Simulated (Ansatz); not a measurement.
# Si2P+ (quintet): from Hartree-Fock to the top rungs, cc-pVTZ

The task here is to estimate one member of a computed series from the others.

The runs use Ansatz 0.2.0, Gaussian basis; cc-pVTZ, core rule «outside noble gas», up to 15 orbitals frozen.

To be run: UHF; CCSD(T) on ROHF; CCSD(T) on UHF; BCCD(T) on ROHF; CCSDT(Q) on ROHF; CCSDT(Q) on UHF; CASSCF and NEVPT2, 12 electrons in 12 orbitals.

6 further runs of the same task are left out: 1 for a known fault of the program, 5 set aside as unsound or not needed.

### The system

The geometry is a PBE0/def2-TZVP stationary point (not a proven minimum) of the parent state, kept for this charge and spin.

3 atoms, charge 1, spin multiplicity 5.

Atoms are counted from 1 here; the program's logs count them from 0.

Bond lengths: P1–Si2 2.102 Å, Si2–Si3 2.227 Å. Angles: P1–Si2–Si3 180.0°.

Coordinates:

```xyz
3

P     0.0000    0.0000   -2.1439
Si    0.0000    0.0000   -0.0417
Si    0.0000    0.0000    2.1856
```

Set-up of the first run:

in.yaml reads:

```yaml
crystal:
  periodic: [false, false, false]
  atoms:
    - {symbol: P, position_ang: [0.000000, 0.000000, -2.143900]}
    - {symbol: Si, position_ang: [0.000000, 0.000000, -0.041700]}
    - {symbol: Si, position_ang: [0.000000, 0.000000, 2.185600]}
basis:
  gaussian: {orbitals: cc-pVTZ}
total_charge: 1
magnetization: {spin_polarized: true, initial_magnetization: 4}
hamiltonian: {xc: hf}
output: {orbitals: {seedname: orbitals}}
```

Launch:

```sh
ansatz run in.yaml --threads 1 --pin off --events-out ev --progress --plain --max-ram 4096MiB --backend cpu
```

Among the steps run: UHF; CCSD(T) on ROHF; CCSD(T) on UHF; BCCD(T) on ROHF; CCSDT(Q) on ROHF; CCSDT(Q) on UHF; CASSCF and NEVPT2, 12 electrons in 12 orbitals.

One of the session's tables, all rows but one given; the rest of the session is left out.

It belongs to the step «Misses and costs». 

```
        method  from RCCSDT(Q) (meV)
          ROHF               +8601.0
           UHF               +8282.3
          RMP2               +1700.5
          UMP2                     ?
         RCCSD                +582.6
         UCCSD                +569.6
      RCCSD(T)                +108.6
      UCCSD(T)                +110.6
       BCCD(T)                +108.9
        RCCSDT                 +36.8
        UCCSDT                 +33.7
     RCCSDT(Q)                     0
     UCCSDT(Q)                  -3.1
CASSCF valence               +6436.1
NEVPT2 valence               +1500.5
```

Estimate the missing values for UMP2.

**Answer.** from RCCSDT(Q) (meV): +1793.5. In the column «from RCCSDT(Q) (meV)» it lies between RMP2 (+1700.5) and CASSCF valence (+6436.1).

Limits of these values: Restricted and unrestricted rows rest on different reference determinants; where their highest levels disagree by more than a few hundredths of an eV, they describe different states and don't form one ladder.
